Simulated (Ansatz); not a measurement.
# FH₂OSi− (SMILES [O-][SiH2]F): one structure at several levels

An exercise on one series of results from a longer session: the logs are not shown, and one member is left open.

Computed with Ansatz 0.2.0, Gaussian basis. Level: single points in def2-TZVPPD.

Cores are frozen in the correlated methods. B3LYP uses VWN-RPA correlation.

### Where the work starts

SMILES `[O-][SiH2]F`, 5 atoms, charge -1, spin multiplicity 1.

Atoms are counted from 1 here; the program's logs count them from 0.

Bond lengths: O1–Si2 1.466 Å, Si2–F3 1.680 Å, Si2–H4 1.402 Å, Si2–H5 1.642 Å. Angles: O1–Si2–F3 121.7°, O1–Si2–H4 114.2°, O1–Si2–H5 116.5°, F3–Si2–H4 97.6°, F3–Si2–H5 95.6°, H4–Si2–H5 108.3°.

As a file:

```xyz
5

O    -1.32530    0.61520    0.77080
Si   -0.16000    0.09210    0.05090
F     1.23620   -0.38120    0.85730
H    -0.39690   -1.11060   -0.63050
H     0.59170    1.12840   -0.97680
```

The first run:

File run/in.yaml:

```yaml
crystal:
  periodic: [false, false, false]
  atoms:
    - {symbol: O, position_ang: [-1.325300, 0.615200, 0.770800]}
    - {symbol: Si, position_ang: [-0.160000, 0.092100, 0.050900]}
    - {symbol: F, position_ang: [1.236200, -0.381200, 0.857300]}
    - {symbol: H, position_ang: [-0.396900, -1.110600, -0.630500]}
    - {symbol: H, position_ang: [0.591700, 1.128400, -0.976800]}
basis:
  gaussian: {orbitals: "def2-TZVPPD.json"}
total_charge: -1
correlation: {method: ccsd_t}
output: {forces: true}
```

The basis file named in the input lies beside it (Basis Set Exchange, JSON).

The command line of these runs was not kept.

Steps of the session up to this table: CCSD(T)/def2-TZVPPD; PBE0-D4/def2-TZVPPD; wB97M-V/def2-TZVPPD; r2SCAN-D4/def2-TZVPPD; PBE-D4/def2-TZVPPD; B97M-V/def2-TZVPPD; B3LYP-D4/def2-TZVPPD.

One of the session's tables, all rows but one given; the rest of the session is left out.

```
   method  RMS force component (eV/Å)  angle to CCSD(T) forces (°)
  CCSD(T)                       2.255                    reference
  PBE0-D4                       2.085                          2.7
  wB97M-V                       2.107                          1.4
r2SCAN-D4                       2.133                          1.9
   PBE-D4                           ?                            ?
   B97M-V                       1.980                          4.6
 B3LYP-D4                       2.106                          1.7
```

Estimate the missing values for PBE-D4.

**Answer.** RMS force component (eV/Å): 2.288; angle to CCSD(T) forces (°): 5.4. In the column «RMS force component (eV/Å)» it is the highest.
